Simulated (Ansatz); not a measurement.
C4H6FN, SMILES `CNC#CCF`, charge 0, multiplicity 1.

Task: Give a relaxed structure at PBE0-D4/def2-TZVP (Ansatz 0.2.0). (Estimate.)

Result: The calculation gave: 
Cartesian coordinates in Å:
```
C 1.506 0.899 -1.480
N 0.089 0.597 -1.380
C -0.383 0.029 -0.275
C -0.785 -0.530 0.717
C -1.277 -1.191 1.897
F -1.322 -0.351 3.007
H 1.732 1.199 -2.504
H 2.078 -0.001 -1.253
H 1.820 1.694 -0.796
H -0.528 1.255 -1.828
H -0.635 -2.037 2.161
H -2.294 -1.563 1.735
```
This is one stationary point; other conformers may exist.
